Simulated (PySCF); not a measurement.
# Energy profile

The step: SiH₃F ([F][SiH3]) + H₂S → SiH₄S ([SiH3][SH]) + HF; bonds formed: Si1–S7, F2–H6; bonds broken: Si1–F2, H6–S7 (atoms numbered as in the saddle structure below).

```
8
angstrom
Si -0.5289 0.1460 -0.5831
F 1.2407 -0.5257 -0.8076
H -1.0665 -1.0205 -1.3157
H -1.7397 0.7209 0.0904
H -0.0437 1.3291 -1.3364
H 1.2301 -0.7267 0.4394
S 0.2507 -0.5797 1.5879
H 0.6572 0.6568 1.9250
```

Electronic energies by CCSD(T) at an estimated basis limit (MP2 extrapolated from triple and quadruple zeta, plus CCSD(T) − MP2 in triple zeta), on PBE0-D4/def2-TZVP structures; SiH5SF, closed shell; no counterpoise correction. Program: PySCF 2.14 with density fitting (its default auxiliary sets; JK sets also for MP2 and CCSD(T)). Basis: def2-TZVPP and def2-QZVPP. Cores are frozen in the correlated methods. Extrapolation: Hartree–Fock as exp(−7.88 √X), correlation as X^−2.97.

(1) Give the profile in kcal/mol, counted from the separated reactants. (Judge from chemistry; the value comes from the calculation.)

The T1 diagnostic stays at or below 0.013.

## Answers

(1) By the calculation:
```json
{"point": "separated: SiH3F (linked as [F][SiH3]; Si1, F2, H3, H4, H5; singlet) + H2S (H6, S7, H8; singlet)", "kcal/mol": "0.00"}
{"point": "start structure", "kcal/mol": "-2.01"}
{"point": "saddle", "kcal/mol": "43.32"}
{"point": "end structure", "kcal/mol": "11.80"}
{"point": "separated: SiH4S (linked as [SiH3][SH]; Si1, H3, H4, H5, S7, H8; singlet) + HF (F2, H6; singlet)", "kcal/mol": "16.69"}
```

For scale, one of the runs: CCSD(T)/def2-TZVPP, 185 basis functions, launched by `OMP_NUM_THREADS=4 python run.py`. Time: 7.6 min of wall clock on 4 CPU threads of an Intel Xeon; the host was shared. Peak host memory: 1.9 GiB.
